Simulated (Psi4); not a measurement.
This Psi4 input (PBE0/cc-pVDZ) gives -56.48531 Eh with 29 basis functions.

```
memory 2025 MB

molecule {
0 1
N     0.00224146   -0.00382052    0.11155442
H    -0.00202883    0.95117179   -0.22808750
H     0.80949996   -0.46442426   -0.29287493
H    -0.82316134   -0.46000387   -0.25991854
}

set {
  basis cc-pvdz
  scf_type df
}

energy('pbe0')
print_variables()
```

Change:
```diff
- basis cc-pvdz
+ basis 3-21g
```

Task: What does the run give now?

Result: -56.15938 Eh (PBE0/3-21G, 15 functions), a change of +325.93 mEh.
